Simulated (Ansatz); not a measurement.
Relaxation of CH6BN (9 atoms, charge 0, multiplicity 1), to a largest force component of 0.02 eV/Å in at most 40 steps.

The calculation used RKS B3LYP-D4/STO-3G in Ansatz 0.2.0.

```xyz
9
Properties=species:S:1:pos:R:3
B 0.000 0.000 0.000
H 0.000 0.000 1.190
C 1.386 0.000 -0.800
H 1.715 -1.046 -0.970
H 1.249 0.508 -1.777
H 2.155 0.538 -0.208
N -1.342 0.000 -0.775
H -2.011 -0.816 -0.676
H -1.591 0.816 -1.404
```

**Question.** Where does it end, and by what steps?

**Answer.** It converged. The force dipped under the threshold on the way, but the program's further checks kept it going. Limits of this set-up: minimal basis. After 13 steps the energy has fallen by 1.769 eV; H8 moved furthest, 0.84 Å.

```json
{"step": "0", "energy less start (eV)": "0.0000", "largest force component (eV/Å)": "2.887", "accepted": "yes"}
{"step": "1", "energy less start (eV)": "-0.8385", "largest force component (eV/Å)": "1.686", "accepted": "yes"}
{"step": "2", "energy less start (eV)": "-1.3779", "largest force component (eV/Å)": "1.548", "accepted": "yes"}
{"step": "3", "energy less start (eV)": "-1.6352", "largest force component (eV/Å)": "0.690", "accepted": "yes"}
{"step": "4", "energy less start (eV)": "-1.7468", "largest force component (eV/Å)": "0.392", "accepted": "yes"}
{"step": "5", "energy less start (eV)": "-1.7103", "largest force component (eV/Å)": "0.883", "accepted": "no"}
{"step": "6", "energy less start (eV)": "-1.7628", "largest force component (eV/Å)": "0.157", "accepted": "yes"}
{"step": "7", "energy less start (eV)": "-1.7642", "largest force component (eV/Å)": "0.130", "accepted": "yes"}
{"step": "8", "energy less start (eV)": "-1.7676", "largest force component (eV/Å)": "0.018", "accepted": "yes"}
{"step": "9", "energy less start (eV)": "-1.7664", "largest force component (eV/Å)": "0.238", "accepted": "no"}
{"step": "10", "energy less start (eV)": "-1.7684", "largest force component (eV/Å)": "0.039", "accepted": "yes"}
{"step": "11", "energy less start (eV)": "-1.7684", "largest force component (eV/Å)": "0.055", "accepted": "yes"}
{"step": "12", "energy less start (eV)": "-1.7685", "largest force component (eV/Å)": "0.039", "accepted": "yes"}
{"step": "13", "energy less start (eV)": "-1.7686", "largest force component (eV/Å)": "0.020", "accepted": "yes"}
```

```xyz
9
Properties=species:S:1:pos:R:3
B -0.039 -0.195 -0.068
H -0.071 -0.600 1.033
C 1.336 0.065 -0.810
H 1.930 -0.861 -0.863
H 1.216 0.445 -1.835
H 1.948 0.791 -0.252
N -1.249 0.049 -0.698
H -2.179 -0.104 -0.257
H -1.334 0.409 -1.671
```

Whether the end is a true minimum wasn't checked by a vibrational analysis.

Time of the run: 17 s on 1 thread of Arm Neoverse V1, with other jobs on the host, peak memory 0.11 GiB.
